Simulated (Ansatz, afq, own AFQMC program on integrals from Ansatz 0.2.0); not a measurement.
# Ru, quintet in def2-TZVPP, levels against CCSDT(Q)

A free Ru atom.

Basis def2-TZVPP with its core potentials. Only valence electrons are correlated. AFQMC by an in-house program on the Cholesky factors that Ansatz 0.2.0 writes for its CCSD(T) run. The CISD trial takes its coefficients from CCSD amplitudes. Released means that phaseless walkers are propagated on without the constraint, phases kept. Free projection: walkers drawn from exp(T), propagated without any constraint. Its projection time is finite, and what remains of the start isn't in its error. ± is one standard error of the sampling. No spin–orbit coupling. The metal's outer-core s and p shells are frozen, which shifts wave-function levels against functionals.

Determinant: UHF, the one that the program's search chose, which needn't be the lowest solution.

No full CI on the walks' own integrals is used here; CCSDT(Q) serves as the reference and is uncertain by about the last step of the cluster series.

Cautions: no spin-orbit coupling; outer-core shells of the metal frozen.

```
T1 diagnostic                               : 0.0140
weight of the determinant in the CISD state : 0.939
⟨S²⟩ of the determinant                     : 6.004
size of the correlated space                : 8 electrons in 52 orbitals
```

| level | correlation energy (eV) |
| --- | --- |
| MP2 | -4.9525 |
| CCSD | -5.0102 |
| CCSD(T) | -5.1886 |

(1) Estimate where phaseless AFQMC with a CISD trial lies against CCSD(T) on the same integrals.

(1) 1.1 ± 0.2 kJ/mol above CCSD(T).

Reference: CCSDT(Q), correlation energy -5.199 eV. The released energy is read at 1.50 1/Eh (meV from the phaseless value at times in 1/Eh: -3.4 ± 1.8 at 0.24, -9.4 ± 2.1 at 0.50, -16.4 ± 1.6 at 1.00, -17.0 ± 2.3 at 1.50).

```csv
level,E − E(reference) (kJ/mol),share of correlation (%)
CCSD(T),1.0,99.80
CCSDT,0.4,99.93
ph-AFQMC/CISD,2.1 ± 0.2,99.59
released AFQMC,0.4 ± 0.2,99.92
free AFQMC,0.0 ± 0.4,100.01
```

Free projections are given only where their last times agree within the noise and don't stop above the reference; a slow remainder of the start can still hide under it. A walk keeps the symmetry of its determinant, which the program's search chose and which needn't be the lowest solution, so a lower state of the same spin and another symmetry isn't excluded. Released energies are given only where the last usable release times agree within the noise; a slower fall can still hide under it.
